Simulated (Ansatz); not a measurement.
**Zinc-blende InP: smallest direct gap on the k points sampled by level of theory**

No measured value is used here.

```
level (code)           value (eV)  cell (Å³/atom)
---------------------  ----------  --------------
LDA (Ansatz)                    …           25.27
PBE (Ansatz)                 0.69           25.27
r²SCAN+rVV10 (Ansatz)        1.06           25.49
r²SCAN0 (Ansatz)             2.31           25.27
Hartree–Fock (Ansatz)        7.12           25.27
```

Problem. Some entries are withheld; supply them.

Solution. 
- LDA (Ansatz, an electronic-structure program), value (eV): 0.46

Computed values are for a static lattice. Spin–orbit coupling is included only where a level's name says +SOC; with heavier elements it mostly lowers gaps and can invert bands.  Values are at the measured cell; r²SCAN+rVV10 at the level's own equilibrium cell. Cutoffs and k meshes differ between the levels. Ansatz's density-functional and Hartree–Fock values are scalar-relativistic unless marked +SOC, with PAW data made under PBE.
